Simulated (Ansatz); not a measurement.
`NC1CC1`, relaxed with RKS PBE0-D4/def2-TZVP in the Gaussian-basis code of Ansatz from a PBE-D4/def2-SVP geometry. The force threshold is 0.005 eV/Å; the program also tests the step.

The species carries charge 0 and has multiplicity 1.

Start:

```xyz
11

N     1.260    0.135    0.885
C    -0.104   -0.113    0.495
C    -0.666    0.744   -0.616
C    -0.328   -0.706   -0.877
H     1.665   -0.707    1.316
H     1.294    0.869    1.605
H    -0.837   -0.424    1.270
H    -1.725    1.042   -0.566
H     0.014    1.502   -1.033
H    -1.150   -1.428   -1.010
H     0.577   -0.913   -1.469
```

(1) By how much does the energy fall, and how many steps does the optimiser take? (Best estimate.)

(2) Which bonds change most? (An estimate is asked.)

(3) Give the relaxed structure. (Estimate.)

Answers

(1) Ansatz gave: 5.11 kJ/mol, in 5 steps.

(2) The calculation gave: C2–H7 from 1.111 to 1.090 Å; C4–H10 from 1.101 to 1.083 Å; C3–H8 from 1.101 to 1.083 Å; C3–H9 from 1.101 to 1.083 Å.

(3) The calculation gave: 
```xyz
11

N     1.241    0.129    0.889
C    -0.114   -0.115    0.492
C    -0.660    0.738   -0.608
C    -0.325   -0.701   -0.868
H     1.656   -0.700    1.296
H     1.290    0.868    1.579
H    -0.830   -0.420    1.255
H    -1.702    1.027   -0.566
H     0.012    1.482   -1.016
H    -1.136   -1.405   -1.005
H     0.568   -0.902   -1.447
```
